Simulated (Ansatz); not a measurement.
# H2O+ (quartet): wave-function methods side by side, cc-pVTZ

The task here is to estimate one member of a computed series from the others.

Method: cc-pVTZ, core rule «outside noble gas», up to 1 orbitals frozen; program: Ansatz 0.2.0, Gaussian basis.

The runs, in order: UHF; CCSD(T) on ROHF; CCSD(T) on UHF; BCCD(T) on ROHF; CISD; CCSDT(Q) on ROHF; CCSDT(Q) on UHF; CASSCF and MRCISD+Q, 7 electrons in 6 orbitals; CASSCF and NEVPT2, 7 electrons in 6 orbitals.

10 further runs of the same task are left out: 2 that didn't finish, 8 set aside as unsound or not needed.

**The geometry**

The geometry is a PBE0/def2-TZVP stationary point (not a proven minimum) of the parent state, kept for this charge and spin.

3 atoms, charge 1, spin multiplicity 4.

Atoms are counted from 1 here; the program's logs count them from 0.

Bond lengths: O1–H2 1.004 Å, O1–H3 1.004 Å. Angles: H2–O1–H3 109.8°.

The first run:

Input file in.yaml:

```yaml
crystal:
  periodic: [false, false, false]
  atoms:
    - {symbol: O, position_ang: [0.000000, -0.064607, 0.000000]}
    - {symbol: H, position_ang: [0.000000, 0.512764, -0.821140]}
    - {symbol: H, position_ang: [0.000000, 0.512764, 0.821140]}
basis:
  gaussian: {orbitals: cc-pVTZ}
total_charge: 1
magnetization: {spin_polarized: true, initial_magnetization: 3}
hamiltonian: {xc: hf}
output: {orbitals: {seedname: orbitals}}
```

Launch:

```bash
ansatz run in.yaml --threads 1 --pin off --events-out ev --progress --plain --max-ram 2393MiB
```

Steps of the session up to this table: UHF; CCSD(T) on ROHF; CCSD(T) on UHF; BCCD(T) on ROHF; CISD; CCSDT(Q) on ROHF; CCSDT(Q) on UHF; CASSCF and MRCISD+Q, 7 electrons in 6 orbitals; CASSCF and NEVPT2, 7 electrons in 6 orbitals.

One table of the session follows, with a row left open; its other results are not shown here.

| method | from UCCSDT(Q) (meV) |
| --- | --- |
| ROHF | +5221.6 |
| UHF | +5042.6 |
| RMP2 | +673.1 |
| UMP2 | +701.4 |
| CISD | ? |
| RCCSD | +151.9 |
| UCCSD | +147.7 |
| RCCSD(T) | +26.8 |
| UCCSD(T) | +25.2 |
| BCCD(T) | +27.1 |
| RCCSDT | +6.1 |
| UCCSDT | +3.6 |
| RCCSDT(Q) | +2.5 |
| UCCSDT(Q) | 0 |
| CASSCF valence | +4578.2 |
| NEVPT2 valence | +673.1 |
| MRCISD valence | +200.4 |
| MRCISD+Q valence | +35.0 |

Q: Estimate the row for CISD from the others.

**Answer.** from UCCSDT(Q) (meV): +233.0. In the column «from UCCSDT(Q) (meV)» it lies between MRCISD valence (+200.4) and RMP2 (+673.1).

Among the levels timed on like hardware and quicker than the yardstick, those that no quicker one beats, quickest first: NEVPT2 valence (0.66 s, +673.1 meV); MRCISD+Q valence (1.4 s, +35.0 meV); BCCD(T) (1.9 s, +27.1 meV); UCCSD(T) (4.2 s, +25.2 meV).

To keep in mind: Of the multireference levels listed MRCISD+Q valence comes nearest in total energy (+35.0 meV), which doesn't show that its space is the better one. Restricted and unrestricted rows rest on different reference determinants; where their highest levels disagree by more than a few hundredths of an eV, they describe different states and don't form one ladder.
